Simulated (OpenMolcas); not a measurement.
# HBS (hydrogen boron sulfide): levels of theory compared

Aim: a comparison of 6 runs (HF/STO-3G, UHF/STO-3G, B3LYP/STO-3G, PBE0/STO-3G, SVWN5/STO-3G, CCSD(T)/STO-3G) of HBS (hydrogen boron sulfide). 

The calculation is run with OpenMolcas 26.06.

1 further run of the same task is left out (set aside as unsound or not needed).

**1. The molecule**

HBS: 3 atoms, total charge 0, spin state singlet. SMILES: `B=S`. Geometry: relaxed at GFN2-xTB.

Bond lengths: B1–S2 1.592 Å, B1–H3 1.144 Å. Angles: S2–B1–H3 179.9°.

**2. The energy at HF/STO-3G (run 1)**

job.inp reads:

```
>>> EXPORT MOLCAS_PRINT=2

&gateway
 baslib=$CurrDir
 basisset
 B.STO-3G....
 B1 -0.041030 -0.016100 0.142540 angstrom
 End of Basis
 basisset
 S.STO-3G....
 S2 0.395320 0.146510 -1.379660 angstrom
 End of Basis
 basisset
 H.STO-3G....
 H3 -0.354300 -0.130410 1.237110 angstrom
 End of Basis

&seward

&scf
 thresholds=1e-10 1e-07 1e-07 1e-05
 prorbitals=1 1
```

The basis set STO-3G is read from a file made from the Basis Set Exchange's data (not shown).

Started as:

```sh
$ export MOLCAS_MEM=1860
$ pymolcas job.inp > job.log
```

What it wrote:

```text
--- Start Module: gateway ---
[...]
--- Stop Module: gateway /rc=_RC_ALL_IS_WELL_ ---
--- Start Module: seward ---
[...]
      Basis functions           15
--- Stop Module: seward /rc=_RC_ALL_IS_WELL_ ---
--- Start Module: scf ---
[...]
       Convergence after  10 Iterations
[...]
::    Total SCF energy                               -418.1212829427
[...]
      Total spin, S                                     0.0000000000
[...]
      Total electronic charge=   22.000000
      Total            charge=   -0.000000
[...]
      Dipole Moment (debye):
      Origin of the operator (angstrom)=    0.2689    0.0995   -0.9387
                   X= -2.6568E-01               Y= -1.0017E-01               Z=  9.2599E-01           Total=  9.6854E-01
      Quadrupole Moment (debye*angstrom):
[...]
--- Stop Module: scf /rc=_RC_ALL_IS_WELL_ ---
[...]
```

It took 1.5 s on 1 thread of Intel Xeon Platinum 8488C (Sapphire Rapids), shared host; peak memory 0.37 GiB.

**3. The energy at UHF/STO-3G (run 2)**

step1.inp reads:

```
&gateway
baslib=$CurrDir
basisset
B.STO-3G....
B1 -0.041030 -0.016100 0.142540 angstrom
End of Basis
basisset
S.STO-3G....
S2 0.395320 0.146510 -1.379660 angstrom
End of Basis
basisset
H.STO-3G....
H3 -0.354300 -0.130410 1.237110 angstrom
End of Basis
&seward
&scf
uhf
scramble=0.25
prorbitals=1 1
```

The basis set STO-3G is read from a file made from the Basis Set Exchange's data (not shown).

Started as:

```sh
$ export MOLCAS_MEM=1860
$ pymolcas step1.inp > step1.log
```

What it wrote:

```text
--- Start Module: gateway ---
[...]
--- Stop Module: gateway /rc=_RC_ALL_IS_WELL_ ---
--- Start Module: seward ---
[...]
      Basis functions           15
--- Stop Module: seward /rc=_RC_ALL_IS_WELL_ ---
--- Start Module: scf ---
[...]
       Convergence after  18 Iterations
[...]
::    Total SCF energy                               -418.1212829427
[...]
      Total spin, S                                     0.0000000001
[...]
      Total electronic charge=   22.000000
      Total            charge=   -0.000000
[...]
      Dipole Moment (debye):
      Origin of the operator (angstrom)=    0.2689    0.0995   -0.9387
                   X= -2.6568E-01               Y= -1.0017E-01               Z=  9.2599E-01           Total=  9.6854E-01
      Quadrupole Moment (debye*angstrom):
[...]
--- Stop Module: scf /rc=_RC_ALL_IS_WELL_ ---
[...]
```

It took 1.8 s on 1 thread of Intel Xeon Platinum 8488C (Sapphire Rapids), shared host; peak memory 0.37 GiB.

Runs 3 to 5 aren't shown in full; the table further down has their settings and results.

**4. The energy at CCSD(T)/STO-3G (run 6)**

job.inp reads:

```
&GATEWAY
BASLIB=$CurrDir
BASISSET
B.STO-3G....
B1 -0.041030 -0.016100 0.142540 angstrom
End of Basis
BASISSET
S.STO-3G....
S2 0.395320 0.146510 -1.379660 angstrom
End of Basis
BASISSET
H.STO-3G....
H3 -0.354300 -0.130410 1.237110 angstrom
End of Basis
&SEWARD
&SCF
THRESHOLDS=1e-10 1e-07 1e-07 1e-05
PRORBITALS=1 1
&RASSCF
FILEORB=$Project.ScfOrb
SPIN=1
NACTEL=0 0 0
INACTIVE=11
RAS2=0
OUTORBITALS=Canonical
ORBLISTING=Nothing
&MOTRA
JOBIPH
FROZEN=6
&CCSDT
CCT
TRIPLES=2
ITERATIONS=80
ACCURACY=1e-08
EXTRAPOLATION=5 4
```

The basis set STO-3G is read from a file made from the Basis Set Exchange's data (not shown).

Started as:

```sh
$ export MOLCAS_MEM=1860
$ pymolcas job.inp > job.log
```

What it wrote:

```text
--- Start Module: gateway ---
[...]
--- Stop Module: gateway /rc=_RC_ALL_IS_WELL_ ---
[...]
      Basis functions           15
[...]
       Convergence after  10 Iterations
[...]
::    Total SCF energy                               -418.1212829427
[...]
      Total spin, S                                     0.0000000000
[...]
      Number of active orbitals                  0
[...]
      Spin quantum number                      0.0
[...]
      Active orbitals                            0
[...]
      Number of CSFs                             1
[...]
      Number of root(s) required                 1
[...]
      Convergence after  4 iterations
[...]
      Natural orbitals and occupation numbers for root  1
      ************************************************************************************************************************
      *                                                    Final results                                                     *
      ************************************************************************************************************************
[...]
::    RASSCF root number  1 Total energy:   -418.12128294
[...]
      Total electronic charge=   22.000000
      Total            charge=   -0.000000
[...]
      Dipole Moment (debye):
      Origin of the operator (angstrom)=    0.2689    0.0995   -0.9387
                   X= -2.6568E-01               Y= -1.0017E-01               Z=  9.2599E-01           Total=  9.6854E-01
      Quadrupole Moment (debye*angstrom):
[...]
--- Start Module: motra ---
[...]
      *** WARNING: Default frozen orbitals is overwritten by user input.
      *** Default values:   6
[...]
--- Stop Module: motra /rc=_RC_ALL_IS_WELL_ ---
--- Start Module: ccsdt ---
[...]
      Convergence after                    16  Iterations
      Total energy (diff) :    -418.23224150       0.00000000
[...]
 METHOD                       : CCSD+T(CCSD)+<T3(1)WT1> = CCSD(T)
[...]
       CCSD     =      -418.2322414983770
[...]
--- Stop Module: ccsdt /rc=_RC_ALL_IS_WELL_ ---
[...]
```

Wall time 2.3 s (1 thread of Intel Xeon Platinum 8488C (Sapphire Rapids), shared host); peak memory 0.37 GiB.

**5. The series**

```
run           level  SCF convergence threshold  scramble  energy (Eh)  dipole moment (D) of the reference  HOMO energy (eV)  LUMO energy (eV)  wall time
  1       HF/STO-3G                      1e-10         –  -418.121283                                0.97             -7.96              7.83      1.5 s
  2      UHF/STO-3G                          –      0.25  -418.121283                                0.97             -7.96              7.83      1.8 s
  3    B3LYP/STO-3G                      1e-10         –  -418.928233                                0.24             -5.38              2.91      2.7 s
  4     PBE0/STO-3G                      1e-10         –  -418.758522                                0.33             -5.66              3.15      2.6 s
  5    SVWN5/STO-3G                      1e-10         –  -417.234124                                0.11             -4.53              1.92      2.7 s
  6  CCSD(T)/STO-3G                      1e-10         –  -418.238437                                0.97             -7.96              7.83      2.3 s
```

**6. Results**

| quantity | value |
| --- | --- |
| run 6: total energy | -418.23844 Eh |
| run 6: dipole moment (mean-field density) | 0.97 D |
| run 6: HOMO energy (Hartree–Fock orbitals) | -7.96 eV |
| run 6: LUMO energy (Hartree–Fock orbitals) | 7.83 eV |
| run 6: HOMO–LUMO gap (Hartree–Fock orbitals) | 15.78 eV |
| run 6: correlation energy (6 core orbitals frozen) | -117.2 mEh |
| run 6: (T) correction | -6.20 mEh |

Over runs 1, 2, 3, 4, 5 the dipole moment (its size) runs from 0.11 D (SVWN5/STO-3G) to 0.97 D (HF/STO-3G). Over runs 1, 2, 3, 4, 5 the HOMO–LUMO gap runs from 6.45 eV (SVWN5/STO-3G) to 15.78 eV (HF/STO-3G). Exact exchange widens orbital gaps. Totals of different functionals can't be ranked against each other. In runs 1, 2, 3, 4, 5, 6 the basis is minimal, so the values are rough. All runs together took 14 s, the longest 2.7 s.
